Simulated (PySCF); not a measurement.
# Static response to an electric field

Nitrosoethylene, C₂H₃NO.
Geometry (PBE0-D3(BJ)/def2-SVP, Å), atoms numbered from 1 in this order:
```
atom  x, y, z in Å
C1    -1.0078   -0.1634   -0.3240
C2     0.1835    0.2966    0.0709
N3     1.2135   -0.6598    0.2740
O4     2.2597   -0.1846    0.6328
H5    -1.8569    0.4990   -0.5037
H6    -1.1349   -1.2398   -0.4709
H7     0.4346    1.3499    0.2524
```

Level: wB97X-D/def2-SVPD (PySCF), static field, nuclei fixed, core orbitals frozen in the response. The polarisability tensor in these axes (au):

```
x   58.79  1.07  9.87
y    1.07 33.42  1.13
z    9.87  1.13 28.50
```

Q: What are the eigenvalues, a third of the trace, and Δα (Δα² = ½Σ(αi − αj)² over the three pairs)?

A: Principal values 25.49, 33.44 and 61.79 au; mean 40.24 au = 5.96 Å³ = 6.63 × 10⁻⁴⁰ C²·m²/J; Δα = 33.05 au (82 % of the mean).

Q: What is the dipole moment, and where does it point?

A: (-3.08, 1.06, -0.79) D, 3.35 D in size, pointing from the negative to the positive side. Measured along this direction, the outermost atoms are O4 at the negative end and H5 at the positive end.

Q: Find the Langevin capture rate constant for NO+ (29.998 u) meeting this molecule (57.021 u), k = 2.342 × 10⁻⁹ cm³/s × √(α in Å³ / reduced mass in u).

A: The reduced mass is 19.66 u, so k = 1.29 × 10⁻⁹ cm³/s. The formula leaves out the permanent dipole, which adds to the capture rate.

Q: Rayleigh depolarisation ratio (linearly polarised light, static tensor)?

A: ρ = 3Δα²/(45ᾱ² + 4Δα²) = 3276.3/(72866 + 4368.3) = 0.0424.

Q: Along which axes do the principal values lie, and how far do the nuclei extend along each?

A: Largest value along (0.96, 0.05, 0.29), where the nuclei span 4.23 Å; middle along (-0.07, 0.99, 0.08), 2.52 Å; least along (-0.28, -0.10, 0.95), 0.00 Å. The response follows the extents in order.

Q: Estimate the molar refractivity from the static electronic polarisability.

A: Lorentz–Lorenz: R = (4π/3)N_A α = 2.5225 cm³/(mol·Å³) × 5.96 Å³ = 15.0 cm³/mol, in the limit of long wavelengths.

One conformer (not necessarily the lowest) at the PBE0-D3(BJ)/def2-SVP geometry, without solvent, vibrations or thermal averaging.

These values come from a run that also computed excited states and ΔSCF ions. Hardware: one thread, Arm Neoverse N1 (aarch64), no GPU (shared host). Cost: 30 s wall (grids of density and orbitals included), 0.47 GiB resident at most.
